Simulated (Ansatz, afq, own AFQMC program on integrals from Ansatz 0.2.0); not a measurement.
Integrals from Ansatz 0.2.0, then the random walk in our own AFQMC program (afq).

```yaml
crystal:
  periodic: [false, false, false]
  atoms:
    - {symbol: C, position_ang: [-0.788586, 1.537984, -0.575267]}
    - {symbol: H, position_ang: [-1.221919, 1.794109, -1.541720]}
    - {symbol: H, position_ang: [-0.363395, 2.116307, 0.244587]}
basis:
  gaussian: {orbitals: def2-TZVP}
magnetization: {spin_polarized: true, initial_magnetization: 2}
correlation: {method: ccsd_t, electrons: outside_noble_gas, hamiltonian_folder: ham}
```

```sh
$ ansatz run in.yaml --threads 1 --pin off --events-out ev --progress --plain --max-ram 24576MiB --backend cuda --devices 0, --max-vram 18GiB
```

Options of the walk:

```
--method phaseless --trial hf --walkers 4000 --populations 20 --least-time 40 --time-step 0.005 --steps-per-block 20 --equilibration-blocks 112 --max-blocks 4000 --target-error 0.00045 --factor-cut 1e-05 --start spin_pure --seed 4616 --taylor-order 6
```

Times are imaginary, in 1/Eh. The walk had a cap of 51 s. With eight or more populations the least sampling time is a fifth of least-time, and the error comes from their spread.

afq prints:

```
orbitals 42  electrons 4 2  factors 296 of 298
reference energy -38.93768941 Eh
CCSD correlation -0.13237534 Eh in 9 cycles, weight of the determinant in the CISD state 0.9471
energy of the start -38.938121 Eh
 block  time / (1/Eh)  mean weight  energy / Eh
     1     0.100  1.0004  -38.973963
     2     0.200  1.0009  -38.998204
     3     0.300  1.0010  -39.015208
     4     0.400  1.0012  -39.027772
     5     0.500  1.0003  -39.035201
     8     0.800  1.0002  -39.053716
    11     1.100  1.0002  -39.064723
    26     2.600  1.0000  -39.072346
    41     4.100  1.0001  -39.069889
    56     5.600  1.0001  -39.074856
    61     6.100  1.0000  -39.077245
    71     7.100  1.0000  -39.075180
    86     8.600  1.0002  -39.074937
   101    10.100  0.9999  -39.076659
   116    11.600  1.0000  -39.072841
   131    13.100  1.0002  -39.076164
   146    14.600  1.0001  -39.073577
   161    16.100  1.0003  -39.072780
   176    17.600  1.0000  -39.072424
   191    19.100  0.9995  -39.072502
   206    20.600  1.0000  -39.073960
   221    22.100  0.9997  -39.073530
error from the spread of 20 populations
energy -39.074558 +/- 0.000424 Eh
(rows thinned)
```

The run passed its tests (sampling time, drift between the halves within three errors, error under three times the target), which doesn't prove that it has relaxed.

Against this walk (error 11.5 meV) on the same determinant: CCSD(T) 36.2 meV higher, CCSDT(Q) 20.6 meV higher (within the noise), a separate phaseless walk with a CISD trial and standard settings 22.5 ± 11.6 meV higher (within the noise). The error is statistical and leaves out the bias of the constraint.

Cautions: constraint bias not in the error.

The walk took 48 s on 2 threads of a server CPU with a shared H100 80 GB, shared host (the card was shared). The log's last line is the phaseless energy.

CCSDT and higher add their correlation energy to the determinant of the CCSD(T) run, since their own runs factorise the integrals more tightly (a shift of under 2 meV). A walk keeps the symmetry of its determinant, which the program's search chose and which needn't be the lowest solution, so a lower state of the same spin and another symmetry isn't excluded.
